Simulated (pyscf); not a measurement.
Optimised with ωB97X-D3(BJ)/def2-SVP in PySCF. Correlated levels are frozen-core, on RHF or UHF. ΔMP2 is the change of the MP2 total energy from the triple- to the quadruple-zeta basis.

Q: How much does it cost (ΔH, 298 K, CCSD(T)/def2-TZVPP + ΔMP2(QZVPP)) to split H₂N–SiH(OH)–Cl at its O–Si bond into H₂N–SiH•–Cl + OH•?

A: O–Si to H₂N–SiH•–Cl + OH•: 5.72 eV. Other isomers of H₂N–SiH•–Cl were not searched in full and may lie lower. The CCSD(T) − MP2 part came from Ansatz, without density fitting, on the same reference. Left out: the spin-orbit lowering of OH.
